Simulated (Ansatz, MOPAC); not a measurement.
## A ladder of methods for B2NH5 (SMILES BNB)

B2NH5, singlet, SMILES `BNB`. Each level relaxes the structure for itself.

Quantity: the zero-point energy at each level's own minimum, in kJ/mol. The values are calculated.

```json
{"level": "MNDO", "kind": "semi-empirical", "program": "MOPAC", "value (kJ/mol)": "171.5"}
{"level": "PM3", "kind": "semi-empirical", "program": "MOPAC", "value (kJ/mol)": "152.5"}
{"level": "PM6-D3", "kind": "semi-empirical", "program": "MOPAC", "value (kJ/mol)": "157.4"}
{"level": "PM6-D3H4", "kind": "semi-empirical", "program": "MOPAC", "value (kJ/mol)": "157.9"}
{"level": "HF/STO-3G", "kind": "Hartree–Fock", "program": "Ansatz", "value (kJ/mol)": "189.0"}
{"level": "HF/3-21G", "kind": "Hartree–Fock", "program": "Ansatz", "value (kJ/mol)": "167.3"}
{"level": "HF/6-31G* (Cartesian functions)", "kind": "Hartree–Fock", "program": "Ansatz", "value (kJ/mol)": "167.4"}
{"level": "PBE/def2-SVP", "kind": "GGA", "program": "Ansatz", "value (kJ/mol)": "153.2"}
{"level": "PBE0-D4/def2-TZVP", "kind": "global hybrid", "program": "Ansatz", "value (kJ/mol)": "157.9"}
{"level": "B3LYP/6-31G* (Cartesian functions)", "kind": "global hybrid", "program": "Ansatz", "value (kJ/mol)": "159.0"}
```

Harmonic and unscaled. The values span 152.5 to 189.0 kJ/mol. Without the sets that lack polarisation functions the rows with a basis span only 153.2 to 167.4 kJ/mol.
